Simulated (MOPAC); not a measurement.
MOPAC input (PM6):

```
PM6 1SCF CHARGE=-1 GEO-OK AUX(PRECISION=9) THREADS=1
C2H2Cl

C    -0.11694774 1    1.03088931 1   -0.00007554 1
C     1.22198947 1    1.09440150 1    0.02281699 1
Cl   -0.60067191 1   -0.88892025 1   -0.01186726 1
H     1.92742678 1    0.26300953 1    0.03327278 1
H     1.65374524 1    2.09688986 1    0.03202189 1
```

What heat of formation does the run end on, and which ionisation energy by Koopmans theorem?

14.56 kcal/mol; 3.68 eV.
